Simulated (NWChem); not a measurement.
# Correlation energy of dimethylamine (C2H7N)

```
N
H 1 1.0163
C 1 1.4397 2 110.16
H 3 1.1008 1 110.22 2 53.37
H 3 1.1033 4 107.04 1 -119.49
H 3 1.1140 4 107.82 5 -114.60
C 1 1.4397 2 110.16 3 -126.58
H 7 1.1008 1 110.22 2 -53.37
H 7 1.1033 8 107.04 1 119.49
H 7 1.1140 8 107.82 9 114.60
```
Charge 0, spin multiplicity 1.

All runs are NWChem calculations. Structure: optimised with PBE0/def2-SVP, a minimum by its harmonic frequencies.

Basis set: 6-311G**. Each correlation energy counts from its own Hartree-Fock reference.

The correlated methods keep 3 core orbitals frozen. The Pople sets run with spherical d functions. Coupled-cluster values serve here as a point of comparison, not as the truth.

| method | correlation energy (mHa) |
|---|---|
| MP2 | ? |
| SCS-MP2 | -496.9 |
| CR-CCSD[T] | ? |
| CR-CCSD(T) | -548.2 |
| CCSD | -535.6 |
| CCSD+T(CCSD) | -552.4 |
| CCSD(T) | -551.9 |

Fill in the missing entries.


- MP2, correlation energy (mHa): -494.9
- CR-CCSD[T], correlation energy (mHa): -548.5
